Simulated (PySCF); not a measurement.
# Vertical excitation energies

C5H11P.
SMILES: `CC(C)[C@@H]1CP1`

Computed with TDDFT B3LYP/def2-SVPD, vertical, gas phase, core orbitals frozen in the response in PySCF 2.14.0, density-fitted response routines. Geometry: GFN2-xTB, one conformer, isolated molecule.

| state | E (eV) | λ (nm) | ν̃ (cm⁻¹) | f | \|μ\| (D) | main configurations (H = HOMO, L = LUMO) |
| --- | --- | --- | --- | --- | --- | --- |
| S1 | 6.25 | 198.5 | 50370 | 0.025 | 1.03 | H→L (89%) |
| S2 | 6.51 | 190.5 | 52500 | 0.023 | 0.96 | H→L+1 (70%), H-1→L (16%) |
| S3 | 6.75 | 183.8 | 54400 | 0.014 | 0.74 | H-1→L+1 (84%) |
| S4 | 6.93 | 178.8 | 55920 | 0.049 | 1.37 | H-1→L (52%), H→L+3 (25%), H→L+1 (11%) |
| S5 | 6.96 | 178.2 | 56100 | 0.019 | 0.85 | H→L+2 (79%) |
| S6 | 7.29 | 170.1 | 58790 | 0.017 | 0.78 | H→L+3 (46%), H→L+4 (25%), H→L+2 (11%) |
| S7 | 7.33 | 169.1 | 59150 | 0.0067 | 0.49 | H-1→L+2 (74%), H-1→L+3 (10%) |
| S8 | 7.43 | 166.8 | 59950 | 0.274 | 3.12 | H→L+4 (53%), H→L+3 (15%), H-1→L (13%) |

Triplets (Tamm–Dancoff): T1 5.29 eV, H→L (83%); T2 5.52 eV, H-1→L (74%), H→L+1 (10%); T3 5.78 eV, H→L+1 (48%), H-1→L (16%), H→L+2 (11%).

The lowest singlet lies at 6.25 eV (199 nm, vacuum ultraviolet) and is weak; its leading configuration is HOMO→LUMO (89%). The strongest level in the table is S8 at 7.43 eV (167 nm, f = 0.274). It is the last of those listed, so stronger ones may follow. Löwdin shares by element: HOMO phosphorus 51%, carbon 29% or more, hydrogen 6% or more; LUMO phosphorus 36%, carbon 28% or more, hydrogen 9% or more (atoms not listed hold the other 27%). Weighted by f, the mean energy of these states is 7.21 eV. The oscillator strengths of these states sum to 0.427; summed over the whole spectrum of an exact calculation they would give the number of electrons, 56 (Thomas–Reiche–Kuhn). The listed states span 1.19 eV, and the widest gap between neighbours is 0.33 eV (S5 to S6). Only the lowest 8 singlets were computed, as vertical energies without vibronic structure.

On an Arm Neoverse V2 with one thread, on a shared host, this took 28 s and 0.85 GiB of memory at its peak.
